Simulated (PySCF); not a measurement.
SiH2, SMILES [SiH2] (connectivity only; charge and spin as stated), neutral, multiplicity 1. The structure is a stationary point at r2SCAN-D4/def2-TZVPD. The isomer is the one that the SMILES or the coordinates give; other isomers of the formula were not compared.

TDDFT-LC-ωPBE/def2-TZVPD (PySCF) puts the lowest singlet excitations at 2.29, 4.51, 6.67, 6.91, 7.71, 8.27 eV.

### Question
What are the lowest excitation roots from ADC(2)/aug-cc-pVDZ (PySCF)? (Estimate from the structure and the level; the computed values follow.)

### Answer
2.48, 4.79, 6.24, 6.79, 7.38, 7.49 eV. S1 differs by 0.19 eV (second minus first; roots are paired by order, and the bases may differ).
